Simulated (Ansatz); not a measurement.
System: CH$_{3}$ClF, charge -1, singlet.
NHTBH set geometry:
```
C
H 1 1.0774
H 1 1.0774 2 111.17
H 1 1.0774 2 111.17 3 -124.43
Cl 1 1.8505 2 107.71 3 117.79
F 4 2.4042 1 82.44 2 62.21
```
Charge -1, spin multiplicity 1.

Total energies in aug-cc-pV(D+d)Z, 22 correlated electrons, 7 frozen orbitals. Radicals and triplets start from unrestricted determinants; spin-orbit coupling is neglected. Cores are frozen in correlated methods. No relativity.

```json
[
 {"method": "HF", "program": "Ansatz", "energy (Eh)": "-598.57555", "minus CCSDT(Q) (mEh)": "592.49"},
 {"method": "MP2", "program": "Ansatz", "energy (Eh)": "-599.12059", "minus CCSDT(Q) (mEh)": "47.45"},
 {"method": "CCSD", "program": "Ansatz", "energy (Eh)": "-599.14888", "minus CCSDT(Q) (mEh)": "19.16"},
 {"method": "CCSD(T)", "program": "Ansatz", "energy (Eh)": "-599.16576", "minus CCSDT(Q) (mEh)": "2.28"},
 {"method": "CCSDT(Q)", "program": "Ansatz", "energy (Eh)": "-599.16804", "minus CCSDT(Q) (mEh)": "0.00"}
]
```

Rough core times of Ansatz's runs on a shared machine: CCSD(T) under 20 s, CCSDT(Q) 20 min.

Ansatz is a first-principles code.
